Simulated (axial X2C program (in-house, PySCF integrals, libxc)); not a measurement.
# HBH: bond lengths and stretches, held linear

An exercise on one series of results from a longer session: the logs are not shown, and one member is left open.

Computed with an in-house X2C program for linear molecules on PySCF integrals. Level: all-electron X2C, two-component (2c) or spin-free, H dyall-v3z, B dyall-v3z.

All values are calculated.

2 further runs of the same task are left out: 2 set aside as unsound or not needed.

Set-up of the first run:

task.json reads:

```json
{"zs": [1, 5, 1], "q": 0, "bas": ["dyall-v3z", "dyall-v3z", "dyall-v3z"], "r0": [1.17, 1.17], "symm": 1, "scan": ["PBE0", "HF", "BHandHLYP"], "levels": ["PBE0", "HF", "PBE"], "nst": 2}
```

Keys: zs atomic numbers; q charge; bas basis sets; r0 starting distance in Å; symm equal bonds; scan levels of the two-bond scan (MP2 follows by itself at each HF point); levels methods; nst determinants followed.

Launch:

```sh
python solin.py task.json out
```

Masses H 1.008, B 11.009, H 1.008 u.

Among the steps run: Scan at PBE0, 2c; Scan at HF, 2c; Scan at BHandHLYP, 2c.

One table of the session follows, with a row left open; its other results are not shown here.

| level | r(H–B) (Å) | r(B–H) (Å) | lower stretch (cm⁻¹) | upper stretch (cm⁻¹) |
| --- | --- | --- | --- | --- |
| PBE0, 2c | 1.173 | 1.173 | 2676.9 | 2951.2 |
| HF, 2c | 1.165 | 1.165 | 2764.3 | 3032.7 |
| BHandHLYP, 2c | 1.160 | 1.160 | 2747.0 | 3022.9 |
| MP2, 2c | 1.166 | 1.166 | 2739.6 | 3013.8 |
| PBE0, spin-free | ? | ? | ? | ? |
| HF, spin-free | 1.165 | 1.165 | 2764.4 | 3032.8 |
| BHandHLYP, spin-free | 1.160 | 1.160 | 2747.1 | 3023.0 |
| MP2, spin-free | 1.166 | 1.166 | 2739.6 | 3013.9 |

Q: Estimate the row for PBE0, spin-free from the others.

As computed: r(H–B) (Å): 1.173; r(B–H) (Å): 1.173; lower stretch (cm⁻¹): 2677.0; upper stretch (cm⁻¹): 2951.3.

Scans not shown above were run alike.

MP2 freezes inner shells (threshold -2 hartree). The molecule was held linear; bending was not examined, so a bent shape may lie lower. Note: functional without a current term on a determinant with orbital currents, of the molecule or an atom.
